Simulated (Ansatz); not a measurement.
`C[SiH2]C` + H₂ → `C[SiH3]` + CH₄ at 500 K and 1 bar (hydrogenolysis of the Si–C bond).

Calculated with Ansatz (gas phase, PBE0-D4/def2-TZVP geometries, no zero-point term in ΔE). CCSD(T)/CBS adds triple-zeta CCSD(T) − MP2 to the extrapolated MP2 energy (def2 sets, frozen cores). This one scheme is used for every species.

```csv
species,CCSD(T)/CBS energy (Eh),H − E (kJ/mol),S (J/(mol·K))
`C[SiH2]C`,-370.01595,276.5,354.4
H₂,-1.17544,41.0,145.5
`C[SiH3]`,-330.73916,189.7,296.8
CH₄,-40.46206,135.6,206.8
```

H − E and S are ideal-gas, rigid-rotor, harmonic terms from PBE0-D4/def2-TZVP. For small species the MP2-based limit differs from directly extrapolated CCSD(T) by up to some mEh (0.8 for H₂); such offsets cancel only in part. 1 Eh = 2625.50 kJ/mol, R = 8.31446 J/(mol·K).

Problem. By hand: ΔE, ΔH, ΔS and ΔG.

Solution. ΔE = (-330.73916) + (-40.46206) − (-370.01595) − (-1.17544) = -0.00983 Eh = -25.8 kJ/mol. Δ(H − E) = 189.7 + 135.6 − 276.5 − 41.0 = 7.8, so ΔH = -18.0 kJ/mol. ΔS = 296.8 + 206.8 − 354.4 − 145.5 = 3.7 J/(mol·K). ΔG = -18.0 − 500 × (3.7)/1000 = -19.9 kJ/mol.

Problem. By hand: the equilibrium constant, and the temperature at which ΔG would vanish if ΔH and ΔS stayed fixed.

Solution. log₁₀ K = −ΔG/(RT ln 10) = 2.1. ΔH and −TΔS have one sign here, so there is no such temperature.

The number of gas molecules stays the same, so ΔS is small and ΔH decides. A doubt of 5 kJ/mol in ΔE shifts log₁₀ K by 0.5 here. These are equilibria of isolated gas molecules and say nothing of rates. Largest T1 diagnostic: 0.010 (customary marks: 0.02 for closed shells, 0.045 for open ones).

ΔS is within the doubt of such terms, so its sign, and with it that verdict, could turn.
